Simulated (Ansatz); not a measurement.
A structure drawn as `COC(=N)Cl`, with this starting geometry:

```xyz
9

C    -0.9779    0.6991   -0.0312
O    -0.0225    0.1243    0.9095
C     0.9607   -0.6241    0.4259
N     1.1990   -0.9485   -0.8783
Cl    2.0990   -1.2976    1.5131
H    -1.6824    1.2756    0.6583
H    -1.5265   -0.0858   -0.5094
H    -0.4622    1.3727   -0.6746
H     0.4129   -0.5157   -1.4134
```

Total charge 0; spin multiplicity 1.

Q: Does it keep its bonds when Ansatz relaxes it at PBE-D4/def2-SVP and then PBE0-D4/def2-TZVP?

A: Yes, every drawn bond is still there and no new one forms.

Q: Give the relaxed structure. (An estimate is asked.)

A: The calculation gave: 
Z-matrix (Å, degrees):
```
C
O 1 1.418
H 1 1.094 2 111.0
H 1 1.087 2 105.8 3 -118.7
H 1 1.094 2 111.0 3 122.5
C 2 1.337 1 116.1 3 -61.2
Cl 6 1.725 2 108.7 1 180.0
N 6 1.252 2 131.2 1 -0.0
H 8 1.016 6 112.7 2 0.0
```
All modes are real.

Atoms count as bonded under 1.1 times the sum of their covalent radii (H–H under 0.85 Å, pairs among N, O and F under 1.55 Å), and a drawn bond as lost past 1.3 times.
